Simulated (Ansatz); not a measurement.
The structure comes from a relaxation in the same program, started in the rocksalt type, and has space group Fm-3m. Whether it is a known phase or the ground state wasn't checked.

MgO: DFT, PBE, PAW with Ansatz's default frozen-core files, scalar-relativistic (Ansatz 0.2.0).

```yaml
crystal:
  lattice:
    - [0.0, 2.126918494, 2.126918494]
    - [2.126918494, 0.0, 2.126918494]
    - [2.126918494, 2.126918494, 0.0]
  atoms:
    - { symbol: Mg, position: [0.0, 0.0, 0.0] }
    - { symbol: O, position: [0.5, 0.5, 0.5] }
kpoints:
  mp_grid: { grid: [16, 16, 16] }
  band_path:
    path:
      - [0.0, 0.0, 0.0]
      - [0.5, 0.0, 0.5]
      - [0.625, 0.25, 0.625]
      - [0.375, 0.375, 0.75]
      - [0.0, 0.0, 0.0]
      - [0.5, 0.5, 0.5]
      - [0.5, 0.25, 0.75]
      - [0.5, 0.0, 0.5]
    npoints: 8
scf:
  occupations: { method: fermi_dirac, width: 0.05 }
hamiltonian:
  xc: pbe
  pseudopotentials: { kind: paw }
output:
  forces: true
  stress: true
  eigenvalues: true
  efg: { contact_densities: true }
  populations: true
  bader: true
  dos: { projected: true, de: 0.2, e_range: [-14, 8] }
```

Output:

```
Engine: ansatz 0.2.0
Pseudopotentials: kind: paw
Pseudopotential: Mg, paw, valence charge 10, recommended cutoff 420 eV (normal)
Pseudopotential: O, paw, valence charge 6, recommended cutoff 420 eV (normal)
Functional definition: PBE
  parameter kappa = 0.804
  parameter beta = 0.06672455060314922
  exchange = pbe_x(kappa = kappa, mu = beta*pi^2/3)
  correlation = pbe_c(beta = beta)
Crystal: 2 atoms, lattice volume = 19.243 Å³
Basis set: ecut = 420 eV, 339 PW (Γ), exchange–correlation on 48×48×48 points (8 copies of the dense FFT grid, shifted against one another)
Bands: 12, of which v1, the nominal top of the filled ones, is band 8 counted from 1 (7 counted from 0)
Symmetry: 48 space group operations
Space group: Fm-3m (ITA 225), of the structure as read, at distance tolerance 2.7e-5 Å
k-points: 145 of 4096
Non-local potential: Mg, projectors of the file, l = 0: 3, l = 1: 2, l = 2: 1
Non-local potential: O, projectors of the file, l = 0: 2, l = 1: 2, l = 2: 1
PAW form: soft (Blöchl's): semilocal exchange-correlation on the pseudo side does not see the compensation charge
PAW one-centre angular grid: Mg, 110 points (default); XC on 64 Gauss nodes
PAW one-centre angular grid: O, 110 points (default); XC on 64 Gauss nodes
Initial density: superposition of atomic densities (neutral atoms: chi_scale 0, normalization atom), corrected by the library's trained network
Initial wavefunctions: pseudopotential atomic-orbital guess
Functional: x = pbe(κ = 0.804, μ = 0.2195149727645171), c = pbe(β = 0.06672455060314922)
SCF iter   1: F=—  HF=-2494.138703 eV  |F-HF|=—  |Δ(HF+E_count)|=         —  Δρ=6.58e-4  dr2=3.32e-5  ethr=1.77e-3  ⟨swp⟩=5.6  Hψ=9982  notcnv=0
preconditioner: auto → none  [insulator: Δε(μ)=4.462 eV  Ē_g=18.201 eV  σ=0.050 eV  W_gap=1.00  n_scr=8 (ndim 8)  ℏωp=23.9 eV  f_vac=0.000  D(μ)=0.00/eV (n_scr^D=0)  ε∞_Penn≈2.7]
SCF iter   2: F=—  HF=-2494.138896 eV  |F-HF|=—  |Δ(HF+E_count)|=   1.93e-4  Δρ=3.35e-4  dr2=7.74e-6  ethr=2.08e-7  ⟨swp⟩=2.7  Hψ=4399  notcnv=0
SCF iter   3: F=—  HF=-2494.138919 eV  |F-HF|=—  |Δ(HF+E_count)|=   2.31e-5  Δρ=1.80e-4  dr2=1.58e-6  ethr=4.84e-8  ⟨swp⟩=2.0  Hψ=2235  notcnv=0
SCF iter   4: F=—  HF=-2494.138935 eV  |F-HF|=—  |Δ(HF+E_count)|=   1.60e-5  Δρ=3.09e-5  dr2=1.11e-7  ethr=9.86e-9  ⟨swp⟩=2.0  Hψ=2320  notcnv=0
iter 5 did not close the SCF: its close was put off for the readings that it lacked (scf_convergence_deferred on its scf_iter line)
SCF iter   5: F=-2494.138935 eV  HF=-2494.138935 eV  |F-HF|=1.03e-8  |Δ(HF+E_count)|=   2.33e-9  Δρ=9.40e-6  dr2=1.19e-8  ethr=6.93e-10  ⟨swp⟩=2.0  Hψ=2002  notcnv=0
SCF iter   6: F=-2494.138935 eV  HF=-2494.138935 eV  |F-HF|=2.47e-9  |Δ(HF+E_count)|=   2.72e-9  Δρ=4.39e-6  dr2=2.86e-9  ethr=7.43e-11  ⟨swp⟩=2.0  Hψ=5224  notcnv=0
SCF 1 converged in 6 iterations: F = -2494.138935 eV  dr2 = 2.86e-9
  greatest PAW one-centre occupation: 1.000 electrons in one spin orbital (limit 2), on the Mg atom at site 0 (counted from 0), in its partial waves of l = 0
NSCF: frozen V_eff on 57 k-points
SCF converged after 6 iterations
Free energy (F): -2494.138935 eV
Harris-Foulkes:  -2494.138935 eV  (|F-HF|=2.47e-9)
Internal energy: -2494.138935 eV  (E = F + TS)
E sigma→0 (E₀):  -2494.138935 eV
Fermi energy:    10.091132 eV
--- Per-component energies (eV) ---
  E_band       = -298.664858
  E_kinetic    = 255.003669
  E_local      = -1621.010291  (includes V_loc(G=0)·N_el)
  E_nonlocal   = 142.755253
  E_hartree    = 560.981230
  E_xc         = -105.022742
  E_vxc        = -134.566128  (∫ρ·V_xc dr)
  E_paw        = -450.144116  (= ΣΔE_a)
  E_vpaw       = -62.811214  (= ΣTr[D̂ρ^β])
  E_aug_tail   = 0.002471  (compensation charges beyond the density's cutoff)
  E_ewald      = -1276.704411
  E_smearing   = -0.000000  (= −TS)
  E_closure    = 0.000000  (closes the sum)
  Σ components = -2494.138935   (vs F -2494.138935, Δ=0.00e0)
--- Forces (eV/Å), atoms counted from 1 ---
  atom   1  Mg    -0.00000000     0.00000000     0.00000000
  atom   2  O      0.00000000    -0.00000000    -0.00000000
  max |Σ_I F_I| component: 2.34e-29 eV/Å
--- Stress (GPa, compression-positive) ---
       -0.003868      -0.000000      -0.000000
       -0.000000      -0.003868       0.000000
        0.000000      -0.000000      -0.003868
  P = ⅓ Tr σ = -0.0039 GPa (-0.039 kbar)
--- PAW observables at the nuclei: V_zz in 10²¹ V/m², potentials from the cell's mean, atoms counted from 1 ---
  atom   1  Mg V_zz =    +0.000000   η = 0.0000   by run symmetry: forbidden
            electrostatic potential = -1104.280512 V   contact ρ = 7796.470068 e/Å³
  atom   2  O  V_zz =    +0.000000   η = 0.0000   by run symmetry: forbidden
            electrostatic potential = -623.863800 V   contact ρ = 2155.146483 e/Å³
--- Band table (eV; the first three rows and the last of 145) ---
  k-point 0: bands = ["-64.6290", "-31.3535", "-31.3535", "-31.3535", "-9.3316", "7.7734", "7.7734", "7.7734", "12.2339", "23.4236", "23.4236", "23.4236"]
  k-point 1: bands = ["-64.6288", "-31.3565", "-31.3538", "-31.3538", "-9.2908", "7.4980", "7.7472", "7.7472", "12.5040", "22.8164", "23.5167", "23.5167"]
  k-point 2: bands = ["-64.6279", "-31.3648", "-31.3547", "-31.3547", "-9.1721", "6.8316", "7.6753", "7.6753", "13.1499", "21.7485", "23.7632", "23.7632"]
  k-point 144: bands = ["-64.6191", "-31.3988", "-31.3988", "-31.3809", "-7.8191", "4.9313", "4.9313", "6.0610", "19.2327", "19.2327", "19.5995", "22.9247"]
--- Löwdin populations: 2 sites ---
  site symbol       q [e]
     0     Mg      8.4690
     1      O      7.3841
  spilling = 0.009184 (of n_electrons = 16.000000)
--- Bader charges: 2 sites ---
  site symbol  charge [e]  shift [e]
     0     Mg      1.7169     0.0039
     1      O     -1.7169     0.0039
  estimated error of the sums over rays = 1.2e-4 e
```

populations.tsv:

```
# site	symbol	l	j	q
# orbitals = lowdin
# n_electrons = 16.000000
# spilling = 0.009184
0	Mg	0_2S	-	1.995976
0	Mg	0_3S	-	0.473225
0	Mg	1_2P	-	5.999798
1	O	0_2S	-	1.854136
1	O	1_2P	-	5.529929
```

bader_charges.tsv:

```
# site	symbol	x_ang	y_ang	z_ang	partial_charge_e	electrons	volume_ang3	relative_density_drop	shared_charge_e	partial_wave_shift_e
# quadrature_error_electrons = 1.2e-4
0	Mg	0.0000	0.0000	0.0000	1.71686	10.28314	4.66	-	1.71686	0.00392
1	O	2.1269	2.1269	2.1269	-1.71686	9.71686	14.58	-	-1.71686	0.00392
```
